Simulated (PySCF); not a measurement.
Gas-phase reaction: 4 AlH(CH3)2 + C2H2 (acetylene) ⇌ 4 AlCH3 + 3 C2H6

Energies from PySCF, thermal terms from the rigid-rotor harmonic-oscillator model, ideal gas at 1 bar. † marks an energy on the PBE0/def2-TZVP geometry and frequencies; other levels use their own. MP2 freezes the core. All species are closed-shell singlets. B3LYP is the form with VWN-RPA correlation. Methyl groups turn as free rotors in AlH(CH3)2. AlH(CH3)2, AlCH3: computed as isolated molecules; such fragments, hydroxides, amides, oligomers or adducts are transient or little studied in the gas. MP2 isn't extrapolated to the basis-set limit; its ΔH°(298 K) is 215.5 kJ in def2-SVP and 262.7 kJ in def2-TZVPP. The harmonic model lacks anharmonicity and excited electronic states, which grow with temperature; levels with a mode under 35 cm⁻¹ are left out. Internal rotation in C2H6 is treated as a harmonic vibration of one conformer, which makes the entropy rough.

| level | ΔE electronic, kJ | ΔH°(298 K), kJ | ΔS°(298 K), J/K | ΔG°(1800 K), kJ |
|---|---|---|---|---|
| B3LYP/def2-TZVP† | 133 | 197 | 199 | -92 |
| HF/def2-TZVP† | 123 | 187 | 199 | -102 |
| M06-2X/def2-TZVP† | 140 | 204 | 199 | -85 |
| MP2/def2-SVP† | 152 | 216 | 199 | -74 |
| PBE/def2-SVP | 119 | 179 | 198 | -112 |
| PBE0/def2-SVP† | 118 | 182 | 199 | -107 |
| PBE0/def2-TZVP | 133 | 197 | 199 | -92 |
| ωB97M-V/def2-TZVP† | 154 | 218 | 199 | -71 |
| ωB97X-V/def2-TZVP† | 187 | 251 | 199 | -39 |
ΔH° is lowest at PBE/def2-SVP and highest at ωB97X-V/def2-TZVP†. No reference value is set beside these.
